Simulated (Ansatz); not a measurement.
Results of LDA (plane waves, PAW; Ansatz, a first-principles code) for hcp Sc.

Numerical settings: plane-wave cutoff 520 eV, 12×12×8 k mesh (along the axes of the cell as run), Fermi–Dirac smearing 0.1 eV, perturbation theory, scalar-relativistic PAW data made under PBE.

The cell has the measured lattice parameters. Conventional cell: a = 3.3089 Å, b = 3.3089 Å, c = 5.2680 Å, α = 90.00°, β = 90.00°, γ = 120.00°.

Harmonic phonon frequencies (cm⁻¹; i marks an imaginary mode):

| q point | frequencies |
|---|---|
| Γ | (withheld) |
| M | 115 119 166 183 191 202 |
| K | (withheld) |

Problem. Some entries are withheld; supply them.

Solution. 
- Γ, frequencies: 0 0 0 126 126 183
- K, frequencies: 154 154 155 155 186 192

No imaginary mode appears at these points.

Note: the cell isn't this level's own, so it is under some stress, which shifts stiffness and frequencies.
